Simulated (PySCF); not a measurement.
Telling isomers of C4H3FO apart by NMR

- NMR shieldings at PBE0/pcSseg-1/GIAO
- J couplings at B3LYP/pcJ-1
- GFN2-xTB geometry
- code: PySCF 2.14
- in vacuum, rapidly exchanging positions averaged, relativity neglected, one computed conformer

References, each an isolated molecule treated in the same way: TMS for $^{1}$H, $^{13}$C. Multiplet labels drop J under 1 Hz and among equivalent protons, and merge close values. Unscaled 3J(H,H) run several per cent high. One-bond C–F couplings are unscaled and too large by tens of Hz. Shifts are as computed. Against solution values, carbons near 30 ppm lie about +3 ppm off and those near 130 ppm about +5 ppm. Of 1211 compounds with measured shifts, 218 miss one by over three times the rms of a fit or turn the order of signals round; such compounds aren't used in these exercises.

(1) Tabulate the signals of `O=C1C=C(F)C1`, `C#CCC(=O)F` and their relative energies.

(2) What is the quickest way to tell O=C1C=C(F)C1 from C#CCC(=O)F?

## Answers

(1) 
```json
{"SMILES": "O=C1C=C(F)C1", "carbon types": "2×C 1×CH 1×CH2", "δC": "194.9, 181.4, 122.0, 51.7", "δH": "5.08 (dt, 1H), 3.36 (dd, 2H)", "E rel. (kcal/mol)": "0.0"}
{"SMILES": "C#CCC(=O)F", "carbon types": "2×C 1×CH 1×CH2", "δC": "165.7, 81.2, 77.8, 26.7", "δH": "3.41 (dd, 2H), 1.76 (t, 1H)", "E rel. (kcal/mol)": "4.6"}
```

Energies are electronic energies at PBE0/pcSseg-1 on these geometries, without zero-point or thermal terms, each for the one conformer computed, which needn't be the lowest.

(2) Both give the same number of carbon signals, with the same numbers of each carbon type, so the positions decide. The first has an α carbon of a C=C–C=O unit (CH) at 122.0 ppm, the second an alkyne carbon (C) at 77.8 ppm. Their most deshielded carbons lie at 194.9 and 165.7 ppm. In the proton spectra the most deshielded non-exchanging signals are 5.08 (dt, J = 7.3, 1.4 Hz, 1H) and 3.41 (dd, J = 8.6, 4.0 Hz, 2H).
